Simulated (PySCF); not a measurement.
Ionisation energies (eV) were calculated with PySCF 2.14 by UHF, MP2 (valence), PBE, in another order, as differences of total energies without spin-orbit coupling. The measured values are between term centres (NIST).

| species | measured | A | B | C |
| --- | --- | --- | --- | --- |
| Al⁺ (aug-cc-pVQZ-DK, spin-free X2C) | 18.829 | 18.795 | 17.551 | 18.343 |
| Ar (aug-cc-pVQZ-DK, spin-free X2C) | 15.819 | 15.689 | 14.532 | 15.827 |
| Ti (aug-cc-pVQZ-DK, spin-free X2C) | 6.828 | 6.684 | 5.556 | 6.397 |
| In (aug-cc-pVQZ-PP with ECP28MDF, ECP) | 5.603 | 5.590 | 5.218 | 5.426 |
| Sn (aug-cc-pVQZ-DK3, spin-free X2C) | 7.389 | 7.267 | 6.850 | 7.180 |
| Sn⁺ (aug-cc-pVQZ-DK3, spin-free X2C) | 14.282 | 14.218 | 13.747 | 13.978 |
| Te (aug-cc-pVQZ-PP with ECP28MDF, ECP) | 8.749 | 8.732 | 7.733 | 8.458 |
| Pb⁺ (aug-cc-pVQZ-PP with ECP60MDF, ECP) | 13.869 | 13.709 | 13.209 | 13.422 |

Problem. Which column is which method?

Solution. A is PBE (mean error -0.09 eV); B is UHF (mean error -0.87 eV); C is MP2 (valence) (mean error -0.29 eV). PBE, with gradient corrections, lies close to experiment on average, with errors of both signs. Hartree-Fock lacks the correlation of the electron removed and comes out lowest. Valence MP2 in a finite basis recovers only part of the missing correlation, so it stays below experiment on average.
